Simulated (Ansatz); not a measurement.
Frontier orbitals of B₂H₄S (`BSB`).

Charge 0, multiplicity 1. The structure was optimised at the PBE0-D4/def2-TZVP level. Basis def2-TZVPP, Ansatz.

| functional | HOMO (eV) | LUMO (eV) |
| --- | --- | --- |
| B3LYP | -8.50 | -2.50 |

Give HOMO and LUMO (eV) with LDA (SPW92), PBE, revPBE, BLYP, r2SCAN, B97M-V, PBE0, r2SCANh, r2SCAN0, HSE06 (plane-wave form), BHLYP, CAM-B3LYP, LC-ωPBE, ωB97X-V, ωB97M-V, HF. (Estimate.)

Computed: 
| functional | HOMO | LUMO |
| --- | --- | --- |
| LDA (SPW92) | -7.55 | -3.61 |
| PBE | -7.47 | -3.33 |
| revPBE | -7.43 | -3.22 |
| BLYP | -7.34 | -3.13 |
| r2SCAN | -7.72 | -2.97 |
| B97M-V | -7.85 | -3.01 |
| PBE0 | -8.72 | -2.32 |
| r2SCANh | -8.18 | -2.62 |
| r2SCAN0 | -8.88 | -2.11 |
| HSE06 (plane-wave form) | -8.32 | -2.71 |
| BHLYP | -9.84 | -1.20 |
| CAM-B3LYP | -10.07 | -1.19 |
| LC-ωPBE | -11.43 | -0.05 |
| ωB97X-V | -11.07 | -0.11 |
| ωB97M-V | -10.92 | -0.33 |
| HF | -11.29 | 1.33 |

B3LYP here is the variant with VWN-RPA as its local correlation; programs differ in this. LC-ωPBE has ω = 0.4 bohr⁻¹.
